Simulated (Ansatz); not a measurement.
Results of PBE+U (Ansatz, a first-principles code, plane waves, PAW) for corundum Cr2O3.

Numerical settings: plane-wave cutoff 500 eV, 10×10×10 k mesh, Fermi–Dirac smearing 0.05 eV, U_eff Cr 3.7 eV, spin-polarised with opposed moments, scalar-relativistic PAW data made under PBE.

Cell (relaxed at this level):

```
CELL_PARAMETERS angstrom
      4.81070    -2.52059    -0.00567
      4.81070     2.52059    -0.00567
      3.49494     0.00000     4.15712
ATOMIC_POSITIONS crystal
  Cr 0.84819 0.84819 0.84819
  Cr 0.34819 0.34819 0.34819
  Cr 0.15181 0.15181 0.15181
  Cr 0.65181 0.65181 0.65181
  O  0.44693 0.05307 0.75000
  O  0.05307 0.75000 0.44693
  O  0.55307 0.94693 0.25000
  O  0.25000 0.55307 0.94693
  O  0.94693 0.25000 0.55307
  O  0.75000 0.44693 0.05307
```

Problem. Give the computed magnetic moment (largest site, within a sphere) and band gap.

Solution. 
- magnetic moment (largest site, within a sphere): 2.46 μB
- band gap: 2.98 eV (on the SCF k mesh)

Measured, for comparison: band gap 3.3 ± 0.1 eV (temperature not stated, not corrected to a static lattice, middle of the range; as tabulated in Medasani et al. (2019), arXiv:1904.04625). Computed (rounded) less measured: band gap -0.32 eV.

Moments are spin moments.

Computed values are for the static lattice.
